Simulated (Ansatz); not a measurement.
**NH+ (quartet): the correlation ladder, def2-QZVPP**

One table from this session's results is given with a row withheld; the runs are named, their logs left out.

Program: Ansatz 0.2.0, Gaussian basis. Level of theory: def2-QZVPP, core rule «outside noble gas», up to 1 orbitals frozen. These are calculated values, not measurements.

To be run: UHF; ROHF; CCSD(T) on UHF.

### The geometry

The geometry is a PBE0/def2-TZVP stationary point (not a proven minimum) of the parent state, kept for this charge and spin.

2 atoms, charge 1, spin multiplicity 4.

Atoms are counted from 1 here; the program's logs count them from 0.

Bond lengths: N1–H2 1.081 Å.

Coordinates:

```xyz
2
HN
N     0.00000    0.00000    0.00000
H     0.00000    0.00000    1.08100
```

Set-up of the first run:

Contents of in.yaml:

```yaml
crystal:
  periodic: [false, false, false]
  atoms:
    - {symbol: N, position_ang: [0.000000, 0.000000, 0.000000]}
    - {symbol: H, position_ang: [0.000000, 0.000000, 1.081000]}
basis:
  gaussian: {orbitals: "def2-QZVPP.json"}
total_charge: 1
magnetization: {spin_polarized: true, initial_magnetization: 3}
hamiltonian: {xc: hf}
output: {orbitals: {seedname: orbitals}}
```

Launch:

```sh
> ansatz run in.yaml --threads 1 --pin off --events-out ev --progress --plain --max-ram 2393MiB
```

Steps of the session up to this table: UHF; ROHF; CCSD(T) on UHF.

One of the session's tables, all rows but one given; the rest of the session is left out.

```
  method  from UCCSD(T) (kcal/mol)
    ROHF                         ?
     UHF                    +70.89
    UMP2                    +10.94
   UCCSD                     +1.53
UCCSD(T)                         0
```

Q: Estimate the row for ROHF from the others.

The run gave: from UCCSD(T) (kcal/mol): +72.40. In the column «from UCCSD(T) (kcal/mol)» it is the highest.
